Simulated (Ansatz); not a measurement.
**Molecular dynamics of CH₈Si₂**

The input (input.yaml):

```yaml
crystal:
  periodic: [false, false, false]
  atoms:
    - { symbol: Si, position_ang: [0.090492, 0.089081, -0.035934] }
    - { symbol: Si, position_ang: [-0.035697, -0.07112, 2.314669] }
    - { symbol: H, position_ang: [-1.439628, -0.345322, 2.749873] }
    - { symbol: H, position_ang: [0.836377, -1.173834, 2.820648] }
    - { symbol: H, position_ang: [0.405086, 1.20697, 2.953532] }
    - { symbol: H, position_ang: [1.525342, 0.250144, -0.427847] }
    - { symbol: C, position_ang: [-0.928733, 1.539723, -0.703592] }
    - { symbol: H, position_ang: [-1.991977, 1.434706, -0.433859] }
    - { symbol: H, position_ang: [-0.565265, 2.497028, -0.296398] }
    - { symbol: H, position_ang: [-0.858781, 1.587931, -1.802654] }
    - { symbol: H, position_ang: [-0.395117, -1.195408, -0.629839] }
basis:
  gaussian: { orbitals: def2-SVP }
hamiltonian:
  xc: b3lyp
md:
  timestep: 4.0
  n_steps: 40
  ensemble: nvt_langevin
  temperature: 700.0
  initial_velocities: maxwell_boltzmann
  seed: 325280
  friction: 0.05
```

Command:

```bash
$ ansatz run input.yaml --threads 2 --pin off --max-ram 3072MiB --backend cpu --events-out ev --progress --plain --runs-dir out
```

It starts from a relaxed structure.

Output, in part (step lines, the closing report, with atoms numbered from 0):

```
md step     0: t =     0.00 fs  T =   636.4 K  F+E_penalty+E_count = -16918.18079957 eV  E_kin = 0.904820 eV  (22 SCF iters)
md step     1: t =     4.00 fs  T =   584.4 K  F+E_penalty+E_count = -16916.86900216 eV  E_kin = 0.830937 eV  (25 SCF iters)
md step     2: t =     8.00 fs  T =  2017.5 K  F+E_penalty+E_count = -16914.20901624 eV  E_kin = 2.868589 eV  (27 SCF iters)
md step     3: t =    12.00 fs  T =  6147.2 K  F+E_penalty+E_count = -16909.31816830 eV  E_kin = 8.740444 eV  (33 SCF iters)
md step     4: t =    16.00 fs  T = 118686.0 K  F+E_penalty+E_count = -16893.21221218 eV  E_kin = 168.754932 eV  (37 SCF iters)
md step     5: t =    20.00 fs  T = 340243.8 K  F+E_penalty+E_count = -16902.84655342 eV  E_kin = 483.779092 eV  (68 SCF iters)
md step     6: t =    24.00 fs  T = 226161.9 K  F+E_penalty+E_count = -16901.03304772 eV  E_kin = 321.570519 eV  (48 SCF iters)
md step     7: t =    28.00 fs  T = 153348.9 K  F+E_penalty+E_count = -16899.01307812 eV  E_kin = 218.040600 eV  (73 SCF iters)
md step     8: t =    32.00 fs  T = 101897.9 K  F+E_penalty+E_count = -16897.19054068 eV  E_kin = 144.884613 eV  (49 SCF iters)
md step     9: t =    36.00 fs  T = 70232.0 K  F+E_penalty+E_count = -16895.66390838 eV  E_kin = 99.860025 eV  (262 SCF iters)
md step    10: t =    40.00 fs  T = 48498.6 K  F+E_penalty+E_count = -16895.00282727 eV  E_kin = 68.958249 eV  (119 SCF iters)
md step    11: t =    44.00 fs  T = 32872.5 K  F+E_penalty+E_count = -16893.41957821 eV  E_kin = 46.740043 eV  (107 SCF iters)
md step    12: t =    48.00 fs  T = 24170.6 K  F+E_penalty+E_count = -16892.17097093 eV  E_kin = 34.367190 eV  (132 SCF iters)
md step    13: t =    52.00 fs  T = 16196.9 K  F+E_penalty+E_count = -16892.08763615 eV  E_kin = 23.029728 eV  (172 SCF iters)
md step    14: t =    56.00 fs  T = 11142.7 K  F+E_penalty+E_count = -16892.08604409 eV  E_kin = 15.843358 eV  (160 SCF iters)
md step    15: t =    60.00 fs  T =  8649.4 K  F+E_penalty+E_count = -16892.70274324 eV  E_kin = 12.298168 eV  (132 SCF iters)
md step    16: t =    64.00 fs  T =  7335.9 K  F+E_penalty+E_count = -16894.62527260 eV  E_kin = 10.430634 eV  (118 SCF iters)
md step    17: t =    68.00 fs  T = 77203.2 K  F+E_penalty+E_count = -16879.35442731 eV  E_kin = 109.772097 eV  (82 SCF iters)
md step    18: t =    72.00 fs  T = 240333.5 K  F+E_penalty+E_count = -16884.40727811 eV  E_kin = 341.720540 eV  (214 SCF iters)
md step    19: t =    76.00 fs  T = 202169.3 K  F+E_penalty+E_count = -16887.44579390 eV  E_kin = 287.456482 eV  (180 SCF iters)
md step    20: t =    80.00 fs  T = 136636.3 K  F+E_penalty+E_count = -16887.46599999 eV  E_kin = 194.277634 eV  (185 SCF iters)
md step    21: t =    84.00 fs  T = 93291.4 K  F+E_penalty+E_count = -16887.26513976 eV  E_kin = 132.647282 eV  (126 SCF iters)
md step    22: t =    88.00 fs  T = 61044.1 K  F+E_penalty+E_count = -16887.22016951 eV  E_kin = 86.796182 eV  (98 SCF iters)
md step    23: t =    92.00 fs  T = 39591.1 K  F+E_penalty+E_count = -16887.01238934 eV  E_kin = 56.292961 eV  (89 SCF iters)
md step    24: t =    96.00 fs  T = 26584.4 K  F+E_penalty+E_count = -16887.19014558 eV  E_kin = 37.799259 eV  (94 SCF iters)
md step    25: t =   100.00 fs  T = 18374.4 K  F+E_penalty+E_count = -16887.06949509 eV  E_kin = 26.125859 eV  (94 SCF iters)
md step    26: t =   104.00 fs  T = 12826.7 K  F+E_penalty+E_count = -16887.39008407 eV  E_kin = 18.237740 eV  (80 SCF iters)
md step    27: t =   108.00 fs  T =  7958.8 K  F+E_penalty+E_count = -16887.24304216 eV  E_kin = 11.316254 eV  (92 SCF iters)
md step    28: t =   112.00 fs  T =  5993.2 K  F+E_penalty+E_count = -16887.63606420 eV  E_kin = 8.521428 eV  (116 SCF iters)
md step    29: t =   116.00 fs  T =  3913.2 K  F+E_penalty+E_count = -16887.67664258 eV  E_kin = 5.564030 eV  (124 SCF iters)
md step    30: t =   120.00 fs  T =  3009.5 K  F+E_penalty+E_count = -16887.81976717 eV  E_kin = 4.279033 eV  (85 SCF iters)
md step    31: t =   124.00 fs  T =  1924.2 K  F+E_penalty+E_count = -16887.89233260 eV  E_kin = 2.735993 eV  (95 SCF iters)
md step    32: t =   128.00 fs  T =  1345.3 K  F+E_penalty+E_count = -16887.86594109 eV  E_kin = 1.912772 eV  (91 SCF iters)
md step    33: t =   132.00 fs  T =  1090.2 K  F+E_penalty+E_count = -16888.04760560 eV  E_kin = 1.550115 eV  (105 SCF iters)
md step    34: t =   136.00 fs  T =  1039.3 K  F+E_penalty+E_count = -16887.82675850 eV  E_kin = 1.477745 eV  (102 SCF iters)
md step    35: t =   140.00 fs  T =  1026.8 K  F+E_penalty+E_count = -16888.52892103 eV  E_kin = 1.460034 eV  (82 SCF iters)
md step    36: t =   144.00 fs  T =  1064.7 K  F+E_penalty+E_count = -16888.97632991 eV  E_kin = 1.513851 eV  (96 SCF iters)
md step    37: t =   148.00 fs  T =   898.2 K  F+E_penalty+E_count = -16889.23309816 eV  E_kin = 1.277088 eV  (107 SCF iters)
md step    38: t =   152.00 fs  T =  1317.4 K  F+E_penalty+E_count = -16889.63841685 eV  E_kin = 1.873146 eV  (109 SCF iters)
md step    39: t =   156.00 fs  T =  1284.5 K  F+E_penalty+E_count = -16888.83017083 eV  E_kin = 1.826387 eV  (105 SCF iters)
md step    40: t =   160.00 fs  T =  1614.5 K  F+E_penalty+E_count = -16889.18337380 eV  E_kin = 2.295651 eV  (1057 SCF iters)
Total energy: -16889.18427507 eV, -620.6660742085 hartree
Atom 0 at     0.105383     0.672085     0.691768 Å, force     1.226581    -1.120213     0.112610 eV/Å
Atom 1 at     1.338219     0.780735     2.640630 Å, force    -1.659756     1.096210     0.874646 eV/Å
Atom 2 at   -51.684131    23.977199    -1.819594 Å, force     0.000131    -0.000080    -0.000105 eV/Å
Atom 3 at    -2.718248   -30.226466     7.067904 Å, force    -0.000109     0.001343    -0.000249 eV/Å
Atom 4 at    -0.212996     1.849577     5.093997 Å, force     0.727388     0.186055    -4.362605 eV/Å
Atom 5 at     3.281099    -0.538767    -3.470561 Å, force    -0.035521     0.009873     0.049385 eV/Å
Atom 6 at     0.059135     1.879170     3.487404 Å, force     0.735075    -1.633178     3.081359 eV/Å
Atom 7 at    -8.433007     0.944377     2.098701 Å, force     0.007573    -0.001314    -0.000379 eV/Å
Atom 8 at    -0.406355     1.776731    -0.005686 Å, force    -1.032712     1.761696    -0.452495 eV/Å
Atom 9 at    -1.056024   -10.833766   -72.743497 Å, force    -0.000076     0.000051     0.000141 eV/Å
Atom 10 at     0.314490    -0.243988    -0.504128 Å, force     0.031426    -0.300444     0.697692 eV/Å
Dipole moment:     3.201118     1.059780     3.974203 e Å
```

The run went to its last step. The temperature shot up to 340000 K, far beyond the bath's, so the integration failed: the time step of 4 fs is too long for the fastest motions that this run met, and the later frames carry no physical meaning.

Parted: Si1–H6 1.50 → 5.37 Å, Si1–C7 1.89 → 3.05 Å, Si2–H3 1.50 → 58.05 Å, Si2–H4 1.49 → 31.58 Å, Si2–H5 1.50 → 3.09 Å, C7–H8 1.10 → 8.66 Å. Joined: Si1–H9 2.51 → 1.40 Å, Si2–C7 3.54 → 1.89 Å. It ends as CH2Si2 + H + H + H + H + H + H. Pairs count as bonded within 1.25 times the sum of covalent radii (0.12 Å more for H–H).

Last frame:

```xyz
11
Properties=species:S:1:pos:R:3
Si 0.105 0.672 0.692
Si 1.338 0.781 2.641
H -51.684 23.977 -1.820
H -2.718 -30.227 7.068
H -0.213 1.850 5.094
H 3.281 -0.539 -3.471
C 0.059 1.879 3.487
H -8.433 0.944 2.099
H -0.406 1.777 -0.006
H -1.056 -10.834 -72.743
H 0.315 -0.244 -0.504
```

Time of the run: 2.1 min on 2 threads of Arm Neoverse V1 (shared host), peak memory 0.19 GiB.
